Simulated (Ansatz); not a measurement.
C2H2OS2 (`O=CSC=S`). The species carries charge 0 and has multiplicity 1.

Z-matrix (Å, degrees):
```
C
S 1 1.785
O 1 1.193 2 125.9
H 1 1.104 2 110.3 3 -180.0
C 2 1.732 1 100.7 3 -0.1
S 5 1.608 2 123.9 1 179.9
H 5 1.091 2 112.2 1 -0.1
```

List the harmonic frequencies (cm⁻¹, unscaled) at PBE0-D4/def2-TZVP in Ansatz. (Estimate.)

Ansatz gave: 136, 156, 200, 307, 525, 709, 788, 844, 939, 1101, 1281, 1369, 1803, 2981, 3123.

Is this a minimum?

Yes, all 15 modes are real.

Give the ideal-gas thermochemistry at 298.15 K and 1 bar (rigid rotor, harmonic oscillator; point group Cs, symmetry number 1).

Zero-point energy 97.3 kJ/mol; H(298) − E = 114.6 kJ/mol; entropy 324.3 J/(mol·K), of which translation 167.0, rotation 113.4, vibration 43.9; G(298) − E = 17.9 kJ/mol.

And at 400, 500, 600, 800 and 1000 K?


```json
{"T (K)": "400", "H − E (kJ/mol)": "123.6", "S (J/mol/K)": "350.2", "G − E (kJ/mol)": "-16.4"}
{"T (K)": "500", "H − E (kJ/mol)": "133.6", "S (J/mol/K)": "372.4", "G − E (kJ/mol)": "-52.6"}
{"T (K)": "600", "H − E (kJ/mol)": "144.5", "S (J/mol/K)": "392.2", "G − E (kJ/mol)": "-90.8"}
{"T (K)": "800", "H − E (kJ/mol)": "168.2", "S (J/mol/K)": "426.3", "G − E (kJ/mol)": "-172.8"}
{"T (K)": "1000", "H − E (kJ/mol)": "193.9", "S (J/mol/K)": "454.8", "G − E (kJ/mol)": "-261.0"}
```
